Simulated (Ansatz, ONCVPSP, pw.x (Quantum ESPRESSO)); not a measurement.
**What a changed setting does to a pw.x run (bcc Cu)**

Potential: optimised norm-conserving Vanderbilt (ONCV), ONCVPSP 4.0.1.1 (patched build), LDA (Perdew-Wang 92); core [Ar], reference 3d10 4s1; waves: 4s: rc 2.50 bohr, ncon 4, nbas 8, qcut 2.4 1/bohr, 3 projectors, debl 2.1 Ha; p scattering state at 0.04 Ha: rc 2.50 bohr, ncon 4, nbas 9, qcut 3.7 1/bohr, 2 projectors, debl 1.7 Ha; 3d: rc 1.20 bohr, ncon 3, nbas 8, qcut 11.9 1/bohr, 2 projectors, debl 3.9 Ha; local part: polynomial inside 0.90 bohr (lpopt 1, dvloc0 7 Ha); core correction: Teter function, fcfact 2.25, rcfact 1.5. In the p channel the program set the typed energies aside and used 0.050, 1.750 Ha.

The reference run (k-mesh 16³, cutoffs 155/620 Ry, Fermi–Dirac 0.01 Ry, mixing_beta 0.4, conv_thr 1e-9, no spin) gives -1.04 GPa at 10.940 Å³/atom, where all-electron LAPW gives -0.14 GPa. This run, with its own iteration cap, changes k-mesh shift to 1.

```
&control
  calculation='scf', prefix='x', pseudo_dir='./', outdir='./tmp', tstress=.true., disk_io='none'
/
&system
  ibrav=0, nat=1, ntyp=1, ecutwfc=155, ecutrho=620, nbnd=13,
  occupations='smearing', smearing='fd', degauss=0.01
/
&electrons
  conv_thr=1e-09, mixing_beta=0.4, electron_maxstep=50
/
ATOMIC_SPECIES
Cu 1.0 Cu.UPF
CELL_PARAMETERS angstrom
  -1.39846771 1.39846771 1.39846771
  1.39846771 -1.39846771 1.39846771
  1.39846771 1.39846771 -1.39846771
ATOMIC_POSITIONS crystal
Cu 0.0000 0.0000 0.0000
K_POINTS automatic
16 16 16 1 1 1
```

```bash
pw.x < Cu.scf.in > Cu.scf.out
```

Task: How does the run end?

Result: It converges in 10 iterations; the free energy moves by -4.4 meV/atom and the pressure by +0.05 GPa.

```
Message from routine setup:
     using ibrav=0 with symmetry is DISCOURAGED, use correct ibrav instead
     lattice parameter (alat)  =       4.5773  a.u.
     unit-cell volume          =      73.8268 (a.u.)^3
     number of electrons       =        11.00
     number of Kohn-Sham states=           13
     kinetic-energy cutoff     =     155.0000  Ry
     charge density cutoff     =     620.0000  Ry
     scf convergence threshold =      1.0E-09
     Exchange-correlation= SLA  PW   NOGX NOGC
     number of k points=   140  Fermi-Dirac smearing, width (Ry)=  0.0100
     iteration #  1     ecut=   155.00 Ry     beta= 0.40
     total energy              =    -106.06798867 Ry
     estimated scf accuracy    <       0.34911237 Ry
     iteration #  2     ecut=   155.00 Ry     beta= 0.40
     total energy              =    -106.16939219 Ry
     estimated scf accuracy    <       0.10533940 Ry
     iteration #  3     ecut=   155.00 Ry     beta= 0.40
     total energy              =    -106.18521361 Ry
     estimated scf accuracy    <       0.00124836 Ry
     iteration #  4     ecut=   155.00 Ry     beta= 0.40
     total energy              =    -106.18555309 Ry
     estimated scf accuracy    <       0.00132010 Ry
     iteration #  5     ecut=   155.00 Ry     beta= 0.40
     total energy              =    -106.18570128 Ry
     estimated scf accuracy    <       0.00003343 Ry
     iteration #  6     ecut=   155.00 Ry     beta= 0.40
     total energy              =    -106.18570915 Ry
     estimated scf accuracy    <       0.00000220 Ry
     iteration #  7     ecut=   155.00 Ry     beta= 0.40
     total energy              =    -106.18570993 Ry
     estimated scf accuracy    <       0.00000064 Ry
     iteration #  8     ecut=   155.00 Ry     beta= 0.40
     total energy              =    -106.18570878 Ry
     estimated scf accuracy    <       0.00000238 Ry
     iteration #  9     ecut=   155.00 Ry     beta= 0.40
     total energy              =    -106.18570894 Ry
     estimated scf accuracy    <       0.00000005 Ry
     iteration # 10     ecut=   155.00 Ry     beta= 0.40
     the Fermi energy is    13.7503 ev
!    total energy              =    -106.18570894 Ry
     estimated scf accuracy    <          7.5E-10 Ry
     smearing contrib. (-TS)   =      -0.00112114 Ry
     The total energy is F=E-TS. E is the sum of the following terms:
     one-electron contribution =     -22.06306143 Ry
     hartree contribution      =      26.69642978 Ry
     xc contribution           =     -27.50472463 Ry
     ewald contribution        =     -83.31323152 Ry
     convergence has been achieved in  10 iterations
          total   stress  (Ry/bohr**3)                   (kbar)     P=       -9.87
     Message from routine punch:
     Nothing written, as per user request (disk_io='none')
```

The run took about 1.9 min on one core of a shared host (Neoverse-N1, 64 threads, 124 GiB, load 49).
